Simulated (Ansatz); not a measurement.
For 1T (CdI2-type) PtS2, PBEsol (PAW; Ansatz, a quantum-chemistry and plane-wave program) gives:

| Item | Result |
|---|---|
| lattice constant a | 3.572 Å |
| lattice parameter c | 4.765 Å |

What does r²SCAN+rVV10 in Ansatz (PAW) give for the same quantities?


- lattice constant a: 3.552 Å (shrinks by 0.6 %)
- lattice parameter c: 5.126 Å (rises by 7.6 %)

For comparison: lattice constant a 3.542 Å (measured, temperature not stated, not corrected to a static lattice; as tabulated in Björkman (2014), arXiv:1406.2436); lattice parameter c 5.036 Å (measured, temperature not stated, zero-point anharmonic expansion removed (computed with revB86b-DF2); no thermal correction; as tabulated in Björkman (2014), arXiv:1406.2436).

Changes are worked out from the printed values.

Unless a cell is named, each level is at its own relaxed cell (PBEsol 17.55, r²SCAN+rVV10 18.67 Å³/atom).

Levels without +SOC leave out spin–orbit coupling, which shifts energies and cells of such heavy elements.

Caveats: the cell comes from a level without a dispersion term, which matters for the spacing of layers, chains or molecules (PBEsol). Ansatz's density-functional and Hartree–Fock values are scalar-relativistic unless marked +SOC, with PAW data made under PBE.
